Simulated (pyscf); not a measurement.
Single points on ωB97X-D3(BJ)/def2-SVP structures (PySCF, gas phase).

Question: For `[F][Mo]([F])([F])([F])([F])[F]` + `[H][H]` → `[FH]` + `[F][MoH]([F])([F])([F])[F]`, a four-centre exchange (singlet surface; F–Mo, H–H broken, F–H, H–Mo formed), PBE/def2-TZVP gives ΔE‡ = 1.59 eV and ΔE = +1.22 eV (zero: the separated reactants). In which direction and how far do B3LYP-D3(BJ)/def2-TZVP, M06-2X/def2-TZVP, ωB97M-D3(BJ)/def2-TZVP move these?

Answer: B3LYP-D3(BJ): ΔE‡ = 1.77 eV, ΔE = +1.10 eV; M06-2X: ΔE‡ = 1.67 eV, ΔE = +0.79 eV; ωB97M-D3(BJ): ΔE‡ = 1.74 eV, ΔE = +0.92 eV. PBE's barrier lies under all of them, by 0.08 to 0.17 eV. Its reaction energy lies over all of them, by 0.13 to 0.43 eV. At the saddle there is also a short H–Mo contact that neither side keeps. This is the saddle that the search found; another between the same sides may lie lower. Elements past Kr carry the def2 core potentials, without spin-orbit coupling.
